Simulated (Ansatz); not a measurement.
Species: CCl₃, charge 0, multiplicity 2. It need not be the lowest isomer of its formula. 
Structure (B3LYP-D3(BJ)/def2-TZVP (Ansatz, an electronic-structure program) minimum search):
```xyz
4

C     -0.0036     0.0008     0.2630
Cl    -0.0098     1.6900    -0.0363
Cl     1.4691    -0.8362    -0.0083
Cl    -1.4580    -0.8541    -0.0482
```
Charge 0, spin multiplicity 2.

Quantity: atomisation energy (electronic, to ground-state atoms), in kcal/mol. Correlated levels leave the core frozen unless marked. Open shells are spin-unrestricted. No spin-orbit coupling. No relativistic terms. The coupled-cluster limit lacks core correlation, which all-electron functionals hold. Basis-set limits of correlation are two-point, X^-3; Hartree-Fock from the larger set. The bracket is a focal-point correction in the basis named.

```tsv
level	program	atomisation energy (kcal/mol)
HF/cc-pV(D+d)Z	Ansatz	139.7
HF/cc-pwCVTZ	Ansatz	146.5
PBE-D3(BJ)/def2-TZVPD	Ansatz + dftd3	269.4
revPBE-D3(BJ)/def2-TZVPD	Ansatz + dftd3	256.4
B3LYP-D3(BJ)/def2-TZVPD	Ansatz + dftd3	242.4
PBE0/def2-SVP	Ansatz	251.6
PBE0-D3(BJ)/def2-TZVPD	Ansatz + dftd3	256.6
```

Question: Predict the RI-MP2/CBS(cc-pV(T+d)Z,cc-pV(Q+d)Z)+[CCSD(T)-MP2]/cc-pV(T+d)Z result (Ansatz).

Answer: 243.3 kcal/mol
